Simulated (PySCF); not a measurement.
Functional dependence of a UV spectrum

Phosphaethyne, CHP.
Numbering: `[CH:1]#[P:2]` (hydrogens: H3 on C1)

Linear-response calculations in the def2-SVPD basis (PySCF; singlets by full response, triplets Tamm–Dancoff, core orbitals frozen in the response; HF means time-dependent Hartree–Fock). 'Strongest' is the level of largest summed f among the singlets computed (10 roots, of which the last may lack a degenerate partner); it can jump between rows when another state enters that window. S1 is the lowest singlet of each run and needn't be the same state throughout; f(S1) is that of one state. Isolated species at its PBE0-D3(BJ)/def2-SVP geometry, gas phase.

```csv
functional,kind,S1 (eV),f(S1),strongest (eV),T1 (eV),HOMO (eV),gap (eV),"ionisation energy, ΔSCF (eV)"
PBE0,"global hybrid, 25% exact exchange",4.57,0.000,7.98,3.34,-8.11,6.78,10.72
BHandHLYP,"global hybrid, 50% exact exchange",4.26,0.000,8.00,3.20,-8.97,8.69,10.45
CAM-B3LYP,range-separated hybrid,4.38,0.000,7.95,3.34,-9.33,9.19,10.67
LC-wPBE,range-separated hybrid,4.33,0.000,8.08,3.19,-10.81,11.74,10.70
```

Question: What does wB97X-D (range-separated hybrid) give?

Answer: S1 (eV) 4.45, f(S1) 0.000, strongest (eV) 7.99, T1 (eV) 3.46, HOMO (eV) -9.97, gap (eV) 10.41, ionisation energy, ΔSCF (eV) 10.74. S1 runs from 4.26 eV (BHandHLYP) to 4.57 eV (PBE0), a spread of 0.31 eV, while the orbital gap spreads over 5.0 eV. −ε(HOMO) comes closest to its own ΔSCF ionisation energy with LC-wPBE (+0.10 eV) and misses most with PBE0 (-2.61 eV). The lowest singlet of a reference set is 1Σ-(π→π*) at 4.84 eV (computed, theoretical best estimate (aug-cc-pVTZ, frozen core, CC3 geometry), gas; Veril, Scemama, Caffarel, Lipparini, Boggio-Pasqua, Jacquemin, Loos, WIREs Comput. Mol. Sci. 2021, 11, e1517 (QUESTDB)). The lowest computed singlet differs from it by PBE0 -0.27, wB97X-D -0.39, CAM-B3LYP -0.46, LC-wPBE -0.51, BHandHLYP -0.58 eV; geometry and basis of the reference needn't be the same. The lowest triplet of a reference set is 3Σ+(π→π*) at 3.47 eV (computed, theoretical best estimate (aug-cc-pVTZ, frozen core, CC3 geometry), gas; Veril, Scemama, Caffarel, Lipparini, Boggio-Pasqua, Jacquemin, Loos, WIREs Comput. Mol. Sci. 2021, 11, e1517 (QUESTDB)). The lowest computed triplet differs from it by wB97X-D -0.01, PBE0 -0.13, CAM-B3LYP -0.13, BHandHLYP -0.27, LC-wPBE -0.28 eV; geometry and basis of the reference needn't be the same.
